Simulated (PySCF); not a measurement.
Bonds broken one at a time in the series B Br-SiH3. Isolated molecules, 0 K electronic values unless said otherwise. Strings in code marks are SMILES.

The numbers are results of ωB97X-D3(BJ)/def2-TZVP // PBE0-D3(BJ)/def2-TZVP (PySCF), not measurements. 

```json
[
 {"species": "radical fragment (`Br[B]Br`)", "dipole moment (D)": "0.39"},
 {"species": "whole molecule (`[SiH3]B(Br)Br`)", "dipole moment (D)": "0.41"},
 {"species": "radical fragment (`[SiH3]`)", "dipole moment (D)": "0.02"},
 {"species": "radical fragment (`[B](Br)[SiH3]`)", "dipole moment (D)": "0.49"},
 {"species": "whole molecule (`[SiH3]B([SiH3])Br`)", "dipole moment (D)": "0.23"},
 {"species": "radical fragment (`[SiH3][B][SiH3]`)", "dipole moment (D)": "0.27"},
 {"species": "whole molecule (`[SiH3]B([SiH3])[SiH3]`)", "dipole moment (D)": "0.13"}
]
```
